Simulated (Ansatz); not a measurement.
Write a Python script for Ansatz's Python interface that makes harmonic frequencies at the relaxed geometry of H2MgN, SMILES [NH2][Mg]. Level of theory (for the species named): MP2, 6-31G* basis, multiplicity 2.

Contents of `h2mgn.xyz`:
```text
4

N    -0.32820    0.21930    0.05920
Mg    1.50920   -0.15700    0.81450
H    -0.95340   -0.62490    0.07310
H    -0.17200    0.50230   -0.96720
```

`h2mgn_freq.py`
```python
import itertools
import warnings

import ansatz as az
from ase.data import atomic_numbers, covalent_radii
import numpy as np

warnings.simplefilter("ignore", az.DeckWarning)

system = az.Crystal.molecule_from_extxyz("h2mgn.xyz")

base = system.calculation()
base = base.basis(gaussian="6-31G*")
base = base.correlation("mp2")
base = base.spin("collinear", total=1)
symbols = [site.symbol for site in system.cartesian_sites]
start = np.array([site.position_ang for site in system.cartesian_sites], dtype=float)
report = base.relax(force_tolerance=0.003).run(threads=1).report
end = np.array(report["positions_ang"])

radius = [covalent_radii[atomic_numbers[s]] for s in symbols]
span = lambda where, i, j: np.linalg.norm(where[i] - where[j])
bonded = [(i, j) for i, j in itertools.combinations(range(len(symbols)), 2) if min(span(start, i, j), span(end, i, j)) < 1.2 * (radius[i] + radius[j])]
print("pair        before    after (A)")
for i, j in bonded:
    print(f"{symbols[i]}{i}-{symbols[j]}{j}".ljust(10), f"{span(start, i, j):8.4f} {span(end, i, j):8.4f}")
for first, second in list(itertools.combinations(bonded, 2)):
    shared = set(first) & set(second)
    if shared and symbols[(j := shared.pop())] != "H":
        i, k = sorted((set(first) | set(second)) - {j})
        u, v = end[i] - end[j], end[k] - end[j]
        angle = np.degrees(np.arccos(np.clip(u @ v / np.linalg.norm(u) / np.linalg.norm(v), -1, 1)))
        print(f"final angle {symbols[i]}{i}-{symbols[j]}{j}-{symbols[k]}{k}: {angle:.2f} deg")

minimum = az.Crystal.molecule()
for symbol, place in zip(symbols, end):
    minimum = minimum.atom(symbol, place.tolist())
vibrating = (
    minimum.calculation()
    .basis(gaussian="6-31G*")
    .correlation("mp2")
    .spin("collinear", total=1)
    .phonons(temperatures=(100, 500, 100))
)
vib = vibrating.run(threads=1).report["vibrations"]
sums = vib["harmonic_sums"]
modes = [m["omega_inv_cm"] for m in sums["modes_at_gamma"] if m["rigid_motion"] == "no"]
print("frequencies (1/cm):", " ".join(f"{w:.0f}" for w in modes))
print("imaginary modes:", sum(w < 0 for w in modes), " zero-point energy:", round(sums["zero_point_energy_ev"], 4), "eV")
print("T (K)   F_vib (eV)   S_vib (meV/K)   C_vib (meV/K)")
for row in zip(sums["temperatures_k"], sums["vibrational_free_energy_ev"], vib["entropy_ev_per_k"], vib["heat_capacity_ev_per_k"]):
    print(f"{row[0]:6.1f} {row[1]:11.4f} {1000 * row[2]:13.4f} {1000 * row[3]:15.4f}")
```

Running `python h2mgn_freq.py` prints:
```text
pair        before    after (A)
N0-Mg1       2.0219   1.9163
N0-H2        1.0506   1.0158
N0-H3        1.0761   1.0158
final angle Mg1-N0-H2: 126.35 deg
final angle Mg1-N0-H3: 126.35 deg
final angle H2-N0-H3: 107.30 deg
frequencies (1/cm): 290 489 680 1625 3572 3671
imaginary modes: 0  zero-point energy: 0.6401 eV
T (K)   F_vib (eV)   S_vib (meV/K)   C_vib (meV/K)
 100.0      0.6400        0.0077          0.0282
 200.0      0.6372        0.0527          0.1102
 300.0      0.6291        0.1095          0.1693
 400.0      0.6154        0.1639          0.2080
 500.0      0.5965        0.2135          0.2363
```

Caveats:
- The frequencies are harmonic and unscaled, in a modest basis. The result belongs to the one conformer reached from this start, and soft torsions count as harmonic oscillators.
- The species is open-shell (spin multiplicity 2).
- Run time: 29 s on 1 thread of Arm Neoverse N1, with other jobs on the host, peak memory 0.17 GiB.
